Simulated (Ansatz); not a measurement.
# CH₄S (triplet): wave-function methods side by side at distance C1–H5 along a hydrogen transfer = 1.601 Å, cc-pVDZ

An exercise on one series of results from a longer session: the logs are not shown, and one member is left open.

Computed with Ansatz 0.2.0, Gaussian basis. Level: cc-pVDZ, core rule «outside noble gas», up to 6 orbitals frozen.

The runs, in order: UHF; CCSD(T) on ROHF; CCSD(T) on UHF; BCCD(T) on ROHF; CISD; CCSDT(Q) on ROHF; CCSDT(Q) on UHF; CASSCF and MRCISD+Q, 4 electrons in 4 orbitals; CASSCF and NEVPT2, 4 electrons in 4 orbitals.

5 further runs of the same task are left out: 1 for a mislabelled method, 2 that didn't finish, 2 set aside as unsound or not needed.

**What is computed**

The geometry derives from fragments relaxed apart (PBE0/def2-TZVP) and kept rigid, so it is no stationary point. A hydrogen atom is moved between rigid fragments.

6 atoms, charge 0, spin multiplicity 3.

Atoms are counted from 1 here; the program's logs count them from 0.

Bond lengths: C1–H2 1.090 Å, C1–H3 1.090 Å, C1–H4 1.090 Å, H5–S6 1.584 Å. Angles: H2–C1–H3 109.5°, H2–C1–H4 109.5°, H3–C1–H4 109.5°.

The first run:

Contents of in.yaml:

```yaml
crystal:
  periodic: [false, false, false]
  atoms:
    - {symbol: C, position_ang: [-2.133608, 0.000000, 0.000000]}
    - {symbol: H, position_ang: [-2.496814, 1.027301, 0.000000]}
    - {symbol: H, position_ang: [-2.496814, -0.513650, 0.889668]}
    - {symbol: H, position_ang: [-2.496814, -0.513650, -0.889669]}
    - {symbol: H, position_ang: [-0.532608, 0.000000, 0.000000]}
    - {symbol: S, position_ang: [1.051392, 0.000000, 0.000000]}
basis:
  gaussian: {orbitals: cc-pVDZ}
magnetization: {spin_polarized: true, initial_magnetization: 2}
hamiltonian: {xc: hf}
output: {orbitals: {seedname: orbitals}}
```

Launch:

```
$ ansatz run in.yaml --threads 1 --pin off --events-out ev --progress --plain --max-ram 2393MiB
```

Steps of the session up to this table: UHF; CCSD(T) on ROHF; CCSD(T) on UHF; BCCD(T) on ROHF; CISD; CCSDT(Q) on ROHF; CCSDT(Q) on UHF; CASSCF and MRCISD+Q, 4 electrons in 4 orbitals; CASSCF and NEVPT2, 4 electrons in 4 orbitals.

One table of the session follows, with a row left open; its other results are not shown here.

```
       method  from UCCSDT(Q) (meV)
         ROHF               +8681.3
          UHF               +8281.9
         RMP2               +1410.6
         UMP2               +1447.8
         CISD                     ?
        RCCSD                +240.5
        UCCSD                +227.7
     RCCSD(T)                 +40.5
     UCCSD(T)                 +41.9
      BCCD(T)                 +39.9
       RCCSDT                 +12.7
       UCCSDT                 +11.4
    RCCSDT(Q)                  +0.5
    UCCSDT(Q)                     0
  CASSCF pair               +7893.8
  NEVPT2 pair               +1268.3
  MRCISD pair                +837.0
MRCISD+Q pair                 +82.9
```

**Question.** Estimate the row for CISD.

As computed: from UCCSDT(Q) (meV): +1039.0. In the column «from UCCSDT(Q) (meV)» it lies between MRCISD pair (+837.0) and NEVPT2 pair (+1268.3).

Caveats from the session: Restricted and unrestricted rows rest on different reference determinants; where their highest levels disagree by more than a few hundredths of an eV, they describe different states and don't form one ladder.
